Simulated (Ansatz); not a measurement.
# Lead, fcc: convergence with the plane-wave cutoff

Computed with Ansatz, r²SCAN, scalar-relativistic PAW, on the relaxed cell (a = 4.989 Å; spin not included). Errors count from a run at 500 eV on a Γ-centred 18×18×18 mesh with Fermi-Dirac smearing of 0.1 eV, extrapolated to zero width. Fixed here: mesh 11×11×11, Fermi-Dirac width 0.1 eV. The pressure holds a Pulay correction and is unreliable far below the recommended cutoff. The SCF starts from atomic densities corrected by a trained network.

```csv
cutoff (eV),E(σ→0) error (meV/atom),P (GPa),SCF iterations
150,35772.3,5.88,7
200,5621.7,0.53,6
250,699.0,-0.37,6
300,45.6,0.15,6
350,-2.3,-0.01,6
420,-4.4,0.00,6
500,-5.2,0.00,6
600,-5.3,0.00,6
800,-5.6,0.00,6
```

Within 5 meV/atom of the last row: from 350 eV on.
